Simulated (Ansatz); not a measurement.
Reaction (SMILES): ClCCl + 2 [H][H] (H2) → C (CH4) + 2 Cl (HCl)
B3LYP-D3(BJ)/def2-TZVP geometries, fixed; electronic energies without zero-point terms.
Largest species:
```
C
H 1 1.0832
H 1 1.0832 2 111.91
Cl 1 1.7804 2 108.02 3 118.77
Cl 1 1.7804 2 108.02 3 -118.77
```
Charge 0, spin multiplicity 1.

Basis-set convergence of the energy of full hydrogenation at CCSD(T) with Ansatz (a program for electronic structure). Cartesian d functions, on some or all atoms, in 6-311+G**; all else is spherical. Cores are frozen. No added dispersion term, no relativity. Functions are those of the species that has most. Reference: Hartree-Fock in cc-pV(Q+d)Z plus the correlation part extrapolated as X^-3 from cc-pV(T+d)Z and cc-pV(Q+d)Z, -44.96 kcal/mol, itself unsure by roughly 0.24 kcal/mol (a third of the extrapolation step and of the last Hartree-Fock step). Deviations are taken from unrounded values. Cost is core time over that of def2-SVP, rough, on shared machines of one kind; a dash marks a row that isn't timed (too short, read off another run, short of memory, by another algorithm or on other hardware).

```tsv
basis	functions	energy of full hydrogenation (kcal/mol)	minus reference (kcal/mol)	cost
STO-3G	25	-20.56	24.40	-
3-21G	39	-40.52	4.44	0.6×
def2-SVP	60	-50.48	-5.52	1×
cc-pV(D+d)Z	70	-48.37	-3.41	1×
def2-SVPD	90	-51.84	-6.88	2×
6-311+G**	96	-43.92	1.04	2×
pcseg-2	126	-45.56	-0.60	4×
def2-TZVPP	143	-46.23	-1.27	5×
jun-cc-pV(T+d)Z	163	-46.13	-1.17	6×
6-311++G(3df,3pd)	169	-45.60	-0.64	8×
aug-pcseg-2	192	-44.90	0.06	10×
cc-pV(Q+d)Z	243	-45.53	-0.57	20×
def2-QZVPP	257	-45.37	-0.41	20×
```

The smallest set listed that lies within 2 kcal/mol of the reference with all its larger relatives (same family, alike in diffuse functions; a set with none counts only in the reference's own line) is 6-311+G** (96 functions, 2× in cost, 1.04 kcal/mol off). Inside, with no larger relative to test it: aug-pcseg-2. (Relatives not listed, tested too: 6-311++G(2d,2p) -1.71, aug-cc-pV(T+d)Z -0.41, pcseg-3 -0.44, def2-QZVP -0.41 kcal/mol.)
